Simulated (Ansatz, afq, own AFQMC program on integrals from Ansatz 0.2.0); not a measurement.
**Atomization energy of CH$_{3}$Si, doublet**

```yaml
atoms:
  - { symbol: Si, position_ang: [-0.0027, 0.0000, 0.4927] }
  - { symbol: C, position_ang: [0.0237, 0.0000, -1.3968] }
  - { symbol: H, position_ang: [0.6305, -1.2164, 1.0698] }
  - { symbol: H, position_ang: [0.6307, 1.2163, 1.0698] }
  - { symbol: H, position_ang: [-1.4681, 0.0001, 0.7752] }
```

Connectivity, by distances: SiH3–C.

Atoms in their ground-state spins without spin–orbit coupling (mostly on UHF) minus the molecule (ROHF), without zero-point energy. The geometry is a stationary point, not shown to be a minimum.

Basis cc-pVDZ. Only valence electrons are correlated. Ansatz 0.2.0 and our own AFQMC program on the same integrals; the CISD trial comes from CCSD amplitudes, and released means the phaseless constraint is let go. Error bars are statistical, one sigma. The errors of all members are added in quadrature.

No full CI on the walks' own integrals is used here; CCSDT(Q) serves as the reference and is uncertain by about the last step of the cluster series. Each member takes its own surest rung, up to full CI.

Errors are counted within cc-pVDZ, not against nature.

Cautions: CH₃Si (doublet): another spin lies lower, a spin-contaminated unrestricted determinant lies lower (UHF 424 meV lower, ⟨S²⟩ 1.40).

```
level  atomization energy (kcal/mol)
  MP2                          255.5
   HF                          203.5
```

Task: From these cheaper values, estimate the atomization energy at the reference level in cc-pVDZ.

Result: 263.2 kcal/mol (CCSDT(Q) in cc-pVDZ).

```tsv
level	atomization energy (kcal/mol)	error against CCSDT(Q) (kcal/mol)
CCSD	260.3	-2.9
CCSD(T)	262.7	-0.5
CCSDT	263.1	-0.1
ph-AFQMC/HF	267.0 ± 0.6	3.8 ± 0.6
ph-AFQMC/CISD	263.2 ± 0.09	-0.1 ± 0.09
released AFQMC	263.4 ± 0.1	0.1 ± 0.1
```

Correlation beyond CCSD(T) adds 0.5 kcal/mol. The perturbative (T) step is worth +2.4 kcal/mol.

A walk keeps the symmetry of its determinant, which the program's search chose and which needn't be the lowest solution, so a lower state of the same spin and another symmetry isn't excluded. Released energies are given only where the last usable release times agree within the noise; a slower fall can still hide under it.
